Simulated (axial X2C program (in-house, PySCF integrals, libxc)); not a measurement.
**SAl: EOM-IP-CCSD levels**

Wanted for SAl: EOM-IP-CCSD levels, at the two-component level.

Program: an in-house X2C program for linear molecules on PySCF integrals. Level of theory: two-component X2C with atomic mean-field terms, S dyall-av3z, Al dyall-av3z. These are calculated values, not measurements.

**1. Set-up**

task.json

```json
{"zs": [16, 13], "q": 0, "bas": ["dyall-av3z", "dyall-av3z"], "r0": 2.07, "eom": "ip", "rq": -1, "thr": -2.0, "nmax": 95, "grid": [1, 0.96, 1.045, 0.92, 1.09, 1.15]}
```

Keys: zs atomic numbers; q charge; bas basis sets; r0 starting distance in Å; eom kind of EOM run; thr threshold in hartree for freezing inner shells (an s shell follows its p shell); nmax most natural virtual spinors; grid distances as factors.

The run is started by

```console
python soeom.py task.json out
```

The runs that follow: EOM-IP-CCSD at 2.105 Å.

Q: Predict the outcome of this session. Wanted: next root led by one particle; T1 of the reference.

As calculated:

```
                     quantity                            value
       lowest root at 2.105 Å                Ω = 1/2, 2.763 eV
next root led by one particle  Ω = 3/2, about 5200 cm⁻¹ higher
          T1 of the reference                            0.018
```

In words: Removing an electron from the reference determinant of SAl⁻ costs 2.76 eV and empties a spinor of 35% Al pσ, 30% Al sσ, 26% S pσ. Errors of 0.1 to 0.3 eV are usual at this size, and roots led by higher excitations are left out, so the list is incomplete, and low states of that kind can be missing.
